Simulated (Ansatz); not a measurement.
What a trial cell of Bi3O relaxes into

Method: DFT PBE, scalar-relativistic, plane waves, PAW (Ansatz). Cutoff 420 eV, Γ-centred k mesh, Gaussian smearing, no spin polarisation in the final step.

This is the end of a relaxation of cell and atoms.

```xyz
4
Lattice="-2.2371 2.2371 5.0597 2.2371 -2.2371 5.0597 2.2371 2.2371 -5.0597" Properties=species:S:1:pos:R:3 pbc="T T T"
Bi    0.0000    0.0000    5.0597
Bi    2.2371    0.0000    2.5299
Bi    0.0000    2.2371    2.5299
O     0.0000    0.0000    0.0000
```

Energies over the elements count from the elements' standard structures at the same level (O₂ as a molecule), with no empirical corrections.

Q: What space group does it have?

A: I4/mmm (No. 139). Conventional cell: a = 4.474 Å, c = 10.119 Å. Bi on Wyckoff site b (1 atom of the primitive cell) is coordinated by 4 O at 3.16 Å and 8 Bi at 3.38 Å; around Bi on Wyckoff site d (2 atoms of the primitive cell) lie 4 Bi at 3.16 Å, 4 Bi at 3.38 Å and 4 O at 3.38 Å; around O lie 4 Bi at 3.16 Å and 8 Bi at 3.38 Å.

Q: How far does it lie from the elements in energy?

A: 0.34 eV/atom.

Q: Is it a metal?

A: Yes, bands cross the Fermi level on the 14×14×14 mesh.

The final run used a 14×14×14 mesh on its 4-atom cell and 0.10 eV smearing. For metals, differences of a few meV/atom aren't resolved. Spin–orbit coupling is left out. The cell came from a trial start, so Bi3O may not exist in this structure.

Cost: 2 runs of about 5.3 core-minutes in all, on Intel Xeon Platinum 8259CL (Skylake/Cascade Lake) (shared hosts).